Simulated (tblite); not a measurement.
Compound: ethynylphosphane, C₂H₃P.
SMILES: `C#CP`

Method: GFN2-xTB as coded in tblite; computed harmonic values from a numerical Hessian at the method's own geometry, unscaled. The method is semi-empirical: single wavenumbers can be off by several per cent or more. Modes of hydrogen on phosphorus can be 10 to 20 % off.

Harmonic wavenumbers (cm⁻¹): 231.4, 237.5, 632.1, 652.3, 687.0, 844.1, 864.0, 1127.6, 2195.2, 2222.8, 2279.6, 3371.4.

A = 132691, B = 5178, C = 5162 MHz; mass 57.997 u (most abundant isotopes); point group Cs, symmetry number 1.

**Question.** Zero-point energy?

**Answer.** ½Σν̃ = 7672 cm⁻¹ = 21.94 kcal/mol.

**Question.** Give the ideal-gas entropy at 500 K and 1 bar in the rigid-rotor, harmonic-oscillator model (classical rotation).

**Answer.** Translation 40.69, rotation 23.57, vibration 10.28: S = 74.5 cal/(mol K).

**Question.** And Cp and H(500 K) − H(0)?

**Answer.** Cp = 19.99 cal/(mol K), of which vibrations give 12.04 (their classical limit is 12 R = 23.8); H(500 K) − H(0) = 6.99 kcal/mol without the zero-point energy, 3.01 from vibrations.

**Question.** What must be added to the electronic energy to get the Gibbs energy at 500 K and 1 bar?

**Answer.** ZPE + [H(500 K) − H(0)] − T·S = 21.94 + 6.99 − 37.27 = -8.34 kcal/mol.

**Question.** Which modes carry the vibrational entropy at 500 K?

**Answer.** 231.4 cm⁻¹: 2.83; 237.5 cm⁻¹: 2.78; 632.1 cm⁻¹: 1.05; 652.3 cm⁻¹: 1.00; 687.0 cm⁻¹: 0.93; 844.1 cm⁻¹: 0.65 cal/(mol K); the other 6 give 1.04 together.

Hindered rotation and anharmonicity are outside this model.
